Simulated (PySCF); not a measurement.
## Working out the electron affinity of C

C⁻ [He] 2s2 2p3 (4S) → C [He] 2s2 2p2 (3P). Calculation: PySCF 2.14, in aug-cc-pVTZ with one added diffuse shell each of s, p, d, f type (6s5p4d3f, 62 functions); no relativity, point nucleus. Frozen: 1s2. Energies in hartree (1 hartree = 27.21139 eV):

| part | C⁻ (lower) | C (upper) |
| --- | --- | --- |
| UHF | -37.708461 | -37.691821 |
| MP2 opposite-spin | -0.065694 | -0.054976 |
| MP2 same-spin | -0.032080 | -0.012828 |

Question: What does Hartree-Fock give?

Answer: (-37.691821) − (-37.708461) = 0.016640 hartree = 0.453 eV.

Question: What do MP2 and SCS-MP2 (6/5 opposite-spin, 1/3 same-spin) give?

Answer: The opposite-spin parts differ by 0.292 eV and the same-spin parts by 0.524 eV. MP2: 0.453 + (0.292) + (0.524) = 1.269 eV. SCS-MP2: 0.453 + 1.2 × (0.292) + (0.524)/3 = 0.978 eV.

A first-order spin-orbit estimate adds -0.004 eV to MP2 (valence), giving 1.265 eV against 1.262 eV (measured; photodetachment measurements, as compiled on the Wikipedia data page of electron affinities).

What remains against the reference includes basis incompleteness, the frozen core and correlation beyond second order.
